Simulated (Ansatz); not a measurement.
# C₃H₅ClS: one species, many methods

One table from this session's results is given with a row withheld; the runs are named, their logs left out.

Program: Ansatz 0.2.0, Gaussian basis. Level of theory: functionals in def2-TZVPP, the program's frozen cores in correlated methods. These are calculated values, not measurements.

Levels to be run: LDA (SPW92), PBE-D4, revPBE-D4, BLYP-D4, r2SCAN-D4, B97M-V, PBE0-D4, B3LYP-D4, r2SCANh-D4, r2SCAN0-D4, HSE06-D4, BHLYP-D4, CAM-B3LYP-D4, LC-ωPBE, ωB97X-V, ωB97M-V, B2PLYP, PBE-QIDH; CCSD(T)/def2-SVP; CCSD(T)/def2-TZVPP; MP2/def2-QZVPP; extrapolation to the limit; RPA on PBE.

**Structure used throughout**

An earlier PBE0-D4 in a triple-zeta def2 set relaxation fixed the geometry.

SMILES `CC(=S)CCl`, 10 atoms, charge 0, spin multiplicity 1.

Atoms are counted from 1 here; the program's logs count them from 0.

Bond lengths: C1–C2 1.487 Å, C1–H6 1.095 Å, C1–H7 1.087 Å, C1–H8 1.095 Å, C2–S3 1.617 Å, C2–C4 1.501 Å, C4–Cl5 1.786 Å, C4–H9 1.094 Å, C4–H10 1.086 Å. Angles: C2–C1–H6 110.6°, C2–C1–H7 111.0°, C2–C1–H8 109.4°, H6–C1–H7 110.4°, H6–C1–H8 105.9°, H7–C1–H8 109.4°, C1–C2–S3 123.8°, C1–C2–C4 117.2°, S3–C2–C4 119.0°, C2–C4–Cl5 113.8°, C2–C4–H9 108.7°, C2–C4–H10 110.8°, Cl5–C4–H9 106.3°, Cl5–C4–H10 107.9°, H9–C4–H10 109.3°.

The first run:

The input, in.yaml:

```yaml
crystal:
  periodic: [false, false, false]
  atoms:
    - {symbol: C, position_ang: [-0.778794, -1.018143, 0.162282]}
    - {symbol: C, position_ang: [0.544926, -0.361987, -0.008114]}
    - {symbol: S, position_ang: [1.947727, -1.165185, -0.051675]}
    - {symbol: C, position_ang: [0.563650, 1.137006, -0.073579]}
    - {symbol: Cl, position_ang: [-0.744443, 1.830597, -1.072906]}
    - {symbol: H, position_ang: [-1.359755, -0.515822, 0.943093]}
    - {symbol: H, position_ang: [-0.662361, -2.073582, 0.395859]}
    - {symbol: H, position_ang: [-1.359254, -0.911180, -0.759562]}
    - {symbol: H, position_ang: [0.420855, 1.533232, 0.935906]}
    - {symbol: H, position_ang: [1.510551, 1.493963, -0.468204]}
basis:
  gaussian: {orbitals: def2-TZVPP}
hamiltonian: {xc: lda}
output: {orbitals: {seedname: orbitals}}
```

Launch:

```
$ ansatz run in.yaml --threads 4 --pin off --events-out ev --progress --plain --max-ram 10444MiB
```

Among the steps run: LDA; PBE-D4 (GGA); revPBE-D4 (GGA); BLYP-D4 (GGA); r2SCAN-D4 (meta-GGA); B97M-V (meta-GGA); PBE0-D4 (hybrid); B3LYP-D4 (hybrid); r2SCANh-D4 (hybrid); r2SCAN0-D4 (hybrid); HSE06-D4 (hybrid); BHLYP-D4 (hybrid); CAM-B3LYP-D4 (range-separated); LC-ωPBE (range-separated); ωB97X-V (range-separated); ωB97M-V (range-separated); B2PLYP (double hybrid); PBE-QIDH (double hybrid).

One table of the session follows, with a row left open; its other results are not shown here.

It belongs to the step «Frontier levels by functional». 

| functional | HOMO (eV) | LUMO (eV) | gap (eV) |
| --- | --- | --- | --- |
| LDA (SPW92) | -5.59 | -3.47 | 2.11 |
| PBE-D4 | -5.46 | -3.29 | 2.17 |
| revPBE-D4 | -5.41 | -3.22 | 2.19 |
| BLYP-D4 | -5.30 | -3.13 | 2.17 |
| r2SCAN-D4 | -5.69 | -3.19 | 2.50 |
| B97M-V | -5.76 | -3.10 | 2.67 |
| PBE0-D4 | -6.69 | -2.38 | 4.31 |
| B3LYP-D4 | -6.45 | -2.56 | 3.88 |
| r2SCANh-D4 | -6.15 | -2.84 | 3.31 |
| r2SCAN0-D4 | -6.84 | -2.32 | 4.52 |
| HSE06-D4 | ? | ? | ? |
| BHLYP-D4 | -7.78 | -1.29 | 6.50 |
| CAM-B3LYP-D4 | -8.03 | -1.21 | 6.81 |
| LC-ωPBE | -9.43 | -0.14 | 9.29 |
| ωB97X-V | -9.06 | -0.18 | 8.88 |
| ωB97M-V | -8.90 | -0.22 | 8.68 |

Estimate the missing values for HSE06-D4.

**Answer.** HOMO (eV): -6.29; LUMO (eV): -2.76; gap (eV): 3.53. In the column «HOMO (eV)» it lies between B3LYP-D4 (-6.45) and r2SCANh-D4 (-6.15).
